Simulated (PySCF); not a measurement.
## [C4H5O]-, charge -1

Cartesian coordinates in Å; atom numbers follow the order of the lines, from 1:
```xyz
10

O    -0.6828    0.6455   -1.0118
C    -0.7806    0.6690    0.3962
C     0.2180   -0.4902    0.5850
C     1.4940   -0.3502   -0.1974
C     0.2537   -0.5418   -0.9161
H    -0.4942    1.6511    0.8411
H    -1.8187    0.4390    0.7370
H     0.0067   -1.3031    1.3020
H     1.9338    0.6665   -0.2488
H    -0.0398   -1.3216   -1.6396
```

Total charge -1.

Method used: PySCF 2.14.0, GIAO B3LYP/aug-pcSseg-1 magnetisability, rotational g tensor and spin-rotation constants, non-relativistic, gas phase. Geometry: PBE0-D3(BJ)/def2-SVP.

The bonding changed while the geometry was optimised; results refer to the coordinates, not to the name. For an ion the centre-of-mass motion in the field is neglected. The highest occupied orbital is unbound at this level, so the values depend on the basis.

Question: How diamagnetic is it, and how anisotropic?

Answer: Isotropic -821 × 10⁻³⁰ J/T², or -49.4 × 10⁻⁶ cm³/mol; principal values -1007, -776, -679 × 10⁻³⁰ J/T², anisotropy 292 × 10⁻³⁰ J/T² (root of half the summed squared differences of the principal values). The susceptibility is in cgs units.

Question: Split it along the inertial axes a, b, c into diamagnetic and paramagnetic parts about the centre of mass, with the quadrupole moment.

Answer: 
```tsv
axis	χ (10⁻⁶ cm³/mol)	diamagnetic (10⁻⁶ cm³/mol)	paramagnetic (10⁻⁶ cm³/mol)	summed x² of all electrons (Å²)	quadrupole Θ (D Å)
a	-53.3	-193.7	140.4	46.6	-15.98
b	-46.7	-270.8	224.1	28.5	+6.78
c	-48.3	-318.6	270.3	17.2	+9.19
```
Anisotropies 2χaa − χbb − χcc = -11.6 and 2χbb − χaa − χcc = +8.1 × 10⁻⁶ cm³/mol. Θ is traceless in Buckingham's convention.

Question: And the rotational g tensor?

Answer: 
```
axis  rotational constant (GHz)        g  nuclear part  electronic part
   a                    10.7086  -0.0597        0.6469          -0.7066
   b                     6.5702  -0.0983        0.5935          -0.6918
   c                     5.1193  -0.0763        0.5739          -0.6502
```
Asymmetric top; isotopes 12C, 1H, 16O; no vibrational averaging.
